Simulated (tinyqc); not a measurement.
Worked calculation (part 2 of 2): RKS/BP86 in the sto-3g basis, for H2F+, spin multiplicity 1. Computed by tinyqc, a small Python program that keeps every step (integrals from PySCF). Command: `OMP_NUM_THREADS=1 python tinyqc.py 27570 27571 out.jsonl` (the two numbers bound the seeds that draw the settings). One thread of a shared host (Intel(R) Xeon(R) Processor @ 2.60GHz), about 1 s of CPU time with the checks.

Geometry (angstrom):
```
atom,x,y,z
F,0.000000,0.000000,0.000000
H,0.000000,1.032000,0.845000
H,0.000000,-1.032000,0.845000
```

## Iteration 2: diagonalisation and new density

extrapolated F (hartree):
```
,1F 1s,1F 2s,1F 2px,1F 2py,1F 2pz,2H 1s,3H 1s
1F 1s,-24.442758,-6.267335,0.000000,0.000000,-0.007284,-0.492647,-0.492647
1F 2s,-6.267335,-2.791492,0.000000,0.000000,-0.077036,-0.476869,-0.476869
1F 2px,0.000000,0.000000,-0.467600,0.000000,0.000000,0.000000,0.000000
1F 2py,0.000000,0.000000,0.000000,-0.510363,0.000000,-0.202311,0.202311
1F 2pz,-0.007284,-0.077036,0.000000,0.000000,-0.493375,-0.180233,-0.180233
2H 1s,-0.492647,-0.476869,0.000000,-0.202311,-0.180233,-0.627222,-0.135442
3H 1s,-0.492647,-0.476869,0.000000,0.202311,-0.180233,-0.135442,-0.627222
```

X:
```
,1F 1s,1F 2s,1F 2px,1F 2py,1F 2pz,2H 1s,3H 1s
1F 1s,1.022802,-0.128135,0.000000,0.000000,-0.002616,0.011334,0.011334
1F 2s,-0.128135,1.061816,0.000000,0.000000,0.022029,-0.114372,-0.114372
1F 2px,0.000000,0.000000,1.000000,0.000000,0.000000,0.000000,0.000000
1F 2py,0.000000,0.000000,0.000000,1.020703,0.000000,-0.087522,0.087522
1F 2pz,-0.002616,0.022029,0.000000,0.000000,1.012239,-0.063819,-0.063819
2H 1s,0.011334,-0.114372,0.000000,-0.087522,-0.063819,1.038904,-0.042212
3H 1s,0.011334,-0.114372,0.000000,0.087522,-0.063819,-0.042212,1.038904
```

D after iteration 1:
```
,1F 1s,1F 2s,1F 2px,1F 2py,1F 2pz,2H 1s,3H 1s
1F 1s,2.037379,-0.478536,0.000000,0.000000,0.013293,-0.010444,-0.010444
1F 2s,-0.478536,2.016160,0.000000,0.000000,-0.070239,0.031047,0.031047
1F 2px,0.000000,0.000000,1.742329,0.000000,0.000000,0.000000,0.000000
1F 2py,0.000000,0.000000,0.000000,1.610427,0.000000,0.175829,-0.175829
1F 2pz,0.013293,-0.070239,0.000000,0.000000,1.657713,0.132463,0.132463
2H 1s,-0.010444,0.031047,0.000000,0.175829,0.132463,0.478324,0.016452
3H 1s,-0.010444,0.031047,0.000000,-0.175829,0.132463,0.016452,0.478324
```

overlap S:
```
,1F 1s,1F 2s,1F 2px,1F 2py,1F 2pz,2H 1s,3H 1s
1F 1s,1.000000,0.237990,0.000000,0.000000,0.000000,0.018483,0.018483
1F 2s,0.237990,1.000000,0.000000,0.000000,0.000000,0.223081,0.223081
1F 2px,0.000000,0.000000,1.000000,0.000000,0.000000,0.000000,0.000000
1F 2py,0.000000,0.000000,0.000000,1.000000,0.000000,0.155350,-0.155350
1F 2pz,0.000000,0.000000,0.000000,0.000000,1.000000,0.127200,0.127200
2H 1s,0.018483,0.223081,0.000000,0.155350,0.127200,1.000000,0.107231
3H 1s,0.018483,0.223081,0.000000,-0.155350,0.127200,0.107231,1.000000
```

Diagonalise F' = X^T F X, C = X C', fill 5 alpha and 5 beta electrons from the bottom; D = 2 C_occ C_occ^T; the new density keeps 0.5 of the old one (damping). Each column has its largest component positive (the first on a tie).

F' = X^T F X (hartree):
```
,1,2,3,4,5,6,7
1,-23.993511,-3.232903,0.000000,0.000000,-0.013045,-0.030365,-0.030365
2,-3.232903,-1.662346,0.000000,0.000000,-0.041494,-0.159330,-0.159330
3,0.000000,0.000000,-0.467600,0.000000,0.000000,0.000000,0.000000
4,0.000000,0.000000,0.000000,-0.466955,0.000000,-0.134224,0.134224
5,-0.013045,-0.041494,0.000000,0.000000,-0.467009,-0.105094,-0.105094
6,-0.030365,-0.159330,0.000000,-0.134224,-0.105094,-0.537848,-0.031803
7,-0.030365,-0.159330,0.000000,0.134224,-0.105094,-0.031803,-0.537848
```

orbital energies (hartree): MO1 -24.452368, MO2 -1.279285, MO3 -0.677325, MO4 -0.611876, MO5 -0.467600, MO6 -0.348988, MO7 -0.295675

coefficients C:
```
,MO1,MO2,MO3,MO4,MO5,MO6,MO7
1F 1s,0.994701,-0.252021,0.000000,0.088433,0.000000,-0.045179,0.000000
1F 2s,0.021816,0.962569,0.000000,-0.422118,0.000000,0.255579,0.000000
1F 2px,0.000000,0.000000,0.000000,0.000000,1.000000,0.000000,0.000000
1F 2py,0.000000,0.000000,0.591891,0.000000,0.000000,0.000000,0.840725
1F 2pz,0.001034,0.096637,0.000000,0.579186,0.000000,0.829740,0.000000
2H 1s,-0.002704,0.103718,0.508933,0.490754,0.000000,-0.512226,-0.577106
3H 1s,-0.002704,0.103718,-0.508933,0.490754,0.000000,-0.512226,0.577106
```

D after iteration 2:
```
,1F 1s,1F 2s,1F 2px,1F 2py,1F 2pz,2H 1s,3H 1s
1F 1s,2.079455,-0.497484,0.000000,0.000000,0.034539,0.009348,0.009348
1F 2s,-0.497484,2.113278,0.000000,0.000000,-0.186561,-0.091856,-0.091856
1F 2px,0.000000,0.000000,1.871164,0.000000,0.000000,0.000000,0.000000
1F 2py,0.000000,0.000000,0.000000,1.155549,0.000000,0.389148,-0.389148
1F 2pz,0.034539,-0.186561,0.000000,0.000000,1.173652,0.360489,0.360489
2H 1s,0.009348,-0.091856,0.000000,0.389148,0.360489,0.749779,0.000817
3H 1s,0.009348,-0.091856,0.000000,-0.389148,0.360489,0.000817,0.749779
```

## Iteration 34 (converged): orbitals

converged F (hartree):
```
,1F 1s,1F 2s,1F 2px,1F 2py,1F 2pz,2H 1s,3H 1s
1F 1s,-24.578521,-6.313905,0.000000,0.000000,-0.012276,-0.496287,-0.496287
1F 2s,-6.313905,-2.950664,0.000000,0.000000,-0.083932,-0.498333,-0.498333
1F 2px,0.000000,0.000000,-0.613005,0.000000,0.000000,0.000000,0.000000
1F 2py,0.000000,0.000000,0.000000,-0.676615,0.000000,-0.213344,0.213344
1F 2pz,-0.012276,-0.083932,0.000000,0.000000,-0.659167,-0.188950,-0.188950
2H 1s,-0.496287,-0.498333,0.000000,-0.213344,-0.188950,-0.614258,-0.138061
3H 1s,-0.496287,-0.498333,0.000000,0.213344,-0.188950,-0.138061,-0.614258
```

Diagonalise F' = X^T F X, C = X C', fill 5 alpha and 5 beta electrons from the bottom; D = 2 C_occ C_occ^T. Each column has its largest component positive (the first on a tie).

F' = X^T F X (hartree):
```
,1,2,3,4,5,6,7
1,-24.125961,-3.245182,0.000000,0.000000,-0.017235,-0.029279,-0.029279
2,-3.245182,-1.821166,0.000000,0.000000,-0.050317,-0.164670,-0.164670
3,0.000000,0.000000,-0.613005,0.000000,0.000000,0.000000,0.000000
4,0.000000,0.000000,0.000000,-0.635981,0.000000,-0.133191,0.133191
5,-0.017235,-0.050317,0.000000,0.000000,-0.634784,-0.103548,-0.103548
6,-0.029279,-0.164670,0.000000,-0.133191,-0.103548,-0.519616,-0.033414
7,-0.029279,-0.164670,0.000000,0.133191,-0.103548,-0.033414,-0.519616
```

orbital energies (hartree): MO1 -24.588771, MO2 -1.425877, MO3 -0.763793, MO4 -0.705045, MO5 -0.613005, MO6 -0.415247, MO7 -0.358390

coefficients C:
```
,MO1,MO2,MO3,MO4,MO5,MO6,MO7
1F 1s,0.994520,-0.256914,0.000000,0.064588,0.000000,0.059676,0.000000
1F 2s,0.022539,0.984433,0.000000,-0.301312,0.000000,-0.331833,0.000000
1F 2px,0.000000,0.000000,0.000000,0.000000,1.000000,0.000000,0.000000
1F 2py,0.000000,0.000000,0.775117,0.000000,0.000000,0.000000,-0.675536
1F 2pz,0.001281,0.105028,0.000000,0.809363,0.000000,-0.605940,0.000000
2H 1s,-0.002817,0.069579,0.356816,0.310416,0.000000,0.642474,0.681724
3H 1s,-0.002817,0.069579,-0.356816,0.310416,0.000000,0.642474,-0.681724
```

D after iteration 34:
```
,1F 1s,1F 2s,1F 2px,1F 2py,1F 2pz,2H 1s,3H 1s
1F 1s,2.118491,-0.499921,0.000000,0.000000,0.053132,-0.001257,-0.001257
1F 2s,-0.499921,2.120811,0.000000,0.000000,-0.280897,-0.050199,-0.050199
1F 2px,0.000000,0.000000,2.000000,0.000000,0.000000,0.000000,0.000000
1F 2py,0.000000,0.000000,0.000000,1.201612,0.000000,0.553148,-0.553148
1F 2pz,0.053132,-0.280897,0.000000,0.000000,1.332203,0.517087,0.517087
2H 1s,-0.001257,-0.050199,0.000000,0.553148,0.517087,0.457050,-0.052221
3H 1s,-0.001257,-0.050199,0.000000,-0.553148,0.517087,-0.052221,0.457050
```

## Convergence

Stop when the energy changes by less than 1e-09 hartree and every element of the error matrix X^T (F D S - S D F) X is below 9e-06.

Course of the cycle:
```
iteration,E (hartree),change,largest element of the error matrix
1,-94.91981003,-,5.64e-01
2,-97.05736911,-2.14e+00,3.06e-01
3,-97.99275470,-9.35e-01,1.65e-01
4,-98.58719972,-5.94e-01,1.16e-01
5,-98.86073273,-2.74e-01,1.29e-01
6,-98.99690408,-1.36e-01,1.37e-01
7,-99.07109646,-7.42e-02,1.24e-01
8,-99.12002006,-4.89e-02,6.33e-02
9,-99.14177973,-2.18e-02,2.98e-02
10,-99.15168986,-9.91e-03,1.51e-02
11,-99.15646590,-4.78e-03,7.53e-03
12,-99.15880644,-2.34e-03,3.76e-03
13,-99.15996478,-1.16e-03,1.88e-03
14,-99.16054098,-5.76e-04,9.40e-04
...,...,...,...
21,-99.16111072,-4.48e-06,7.34e-06
22,-99.16111296,-2.24e-06,3.67e-06
23,-99.16111408,-1.12e-06,1.83e-06
24,-99.16111464,-5.60e-07,9.17e-07
25,-99.16111492,-2.80e-07,4.59e-07
26,-99.16111506,-1.40e-07,2.29e-07
27,-99.16111513,-7.00e-08,1.15e-07
28,-99.16111516,-3.50e-08,5.73e-08
29,-99.16111518,-1.75e-08,2.87e-08
30,-99.16111519,-8.75e-09,1.43e-08
31,-99.16111519,-4.37e-09,7.17e-09
32,-99.16111519,-2.19e-09,3.58e-09
33,-99.16111519,-1.09e-09,1.79e-09
34,-99.16111519,-5.47e-10,8.96e-10
```

PySCF RKS in the same basis, fine grid = -99.14912737 hartree

Converged in 34 iterations. The coarse grid moves the energy by -1.20e-02 hartree.

## Populations, bond orders and dipole

Mulliken: Z minus the diagonal of D S on the atom; Loewdin: the same with S^(1/2) D S^(1/2); Mayer order: 2 sum_s sum (D(s) S)_ij (D(s) S)_ji over the two atoms.

Charges (e):
```
atom,Mulliken,Loewdin
1F,0.183868,0.231789
2H,0.408066,0.384106
3H,0.408066,0.384106
```

Mayer bond orders:
```
pair,order
2-1,0.832286
3-1,0.832286
3-2,0.001196
```

dipole moment about the origin, x y z (debye): 0.000000  0.000000  3.677106
